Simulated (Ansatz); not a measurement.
Al2H, quartet: stretch scan

Starting geometry (PBE0/def2-TZVP stationary point for this spin, not checked as a minimum):

```xyz
3

Al    0.0000    0.0000    0.2591
Al    0.0000    0.0000   -2.1014
H     0.0000    0.0000    1.8423
```

From there Al2 moves along the line of the two atoms named below, all else staying in place; atoms are numbered as listed. Energies are in eV, counted from the starting geometry at the same level.

Basis 6-31G; Ansatz 0.2.0. Only valence electrons are correlated (noble-gas cores frozen). Prefix R: restricted or restricted open-shell reference; prefix U: unrestricted. Active spaces: valence = (7e, 9o) chosen from the atoms' valence shells.

HF rows are the lowest solutions found. Coupled cluster chose its determinant by trial CCSD, here up to 0.71 eV above the lowest Hartree–Fock solution of its kind, and MP2 stands on that determinant too. Runs in a small pair space aren't shown, since their orbitals change along the scan. A value is left out where its run failed or describes another state than the reference as far as symmetry and spin tell, or, spin-broken singlets apart, can't be checked. The reference follows the lowest state, whose symmetry changes from Σ⁻ or Δ to Π between 5.239 and 6.453.

Full CI is exact within this basis and frozen core; it isn't the basis-set limit. The frozen core follows each run's orbitals, which can shift R against U totals by a few meV.

```
distance Al1-Al2 (Å)  full CI  unpaired electrons (full CI)  error UHF  error UMP2  error RCCSDT(Q)  error UCCSDT(Q)  error MRCISD (valence space)  error MRCISD+Q (valence space)
               1.910    2.279                          3.03     -0.240      -0.094           -0.002           -0.002                         0.000                           0.000
               2.099    0.743                          3.03     -0.158      -0.063           -0.001           -0.001                         0.000                           0.000
               2.360    0.000                          3.04      0.000       0.000            0.000            0.000                         0.000                           0.000
               2.554   -0.007                          3.06      0.144       0.058            0.002            0.002                         0.000                           0.000
               2.870    0.366                          3.08      0.312       0.183            0.005            0.005                         0.001                           0.000
               3.215    0.849                          3.12          –       0.300            0.003           0.003*                         0.002                           0.000
               3.831    1.385                          3.20     -0.106       0.184           0.000*          -0.003*                         0.004                           0.000
               4.282    1.556                          3.28     -0.239       0.076          -0.002*          -0.002*                         0.003                           0.001
               5.239    1.670                          3.35     -0.334       0.002            0.001           0.000*                             –                               –
               6.453    1.690                          3.06     -0.356      -0.014           -0.003           -0.003                        -0.006                          -0.003
               7.967    1.695                          3.06     -0.357      -0.015           -0.003           -0.003                        -0.007                          -0.003
```

An asterisk marks runs whose energy the program itself flagged as in doubt.

Unpaired electrons are Σ n²(2−n)² over natural occupations. Errors are those of relative energies. In total energy the starting point itself misses full CI by: UHF 1.926, UMP2 0.648, RCCSDT(Q) 0.003, UCCSDT(Q) 0.003, MRCISD (valence space) 0.013, MRCISD+Q (valence space) 0.004 eV.

Spread of the error over the points with a reference, to 7.967 Å (largest less smallest): MRCISD+Q (valence space) 0.003 (10 of 11 points), UCCSDT(Q) 0.008, RCCSDT(Q) 0.008, MRCISD (valence space) 0.011 (10 of 11 points), UMP2 0.394, UHF 0.670 (10 of 11 points) eV.

Going outwards, the relative energy of UHF first misses by more than 0.043 eV (1 kcal/mol) at 2.554 Å.

Going outwards, the relative energy of UMP2 first misses by more than 0.043 eV (1 kcal/mol) at 2.554 Å.

MRCISD+Q (valence space) stays parallel to the reference within 0.003 eV over the points shown.
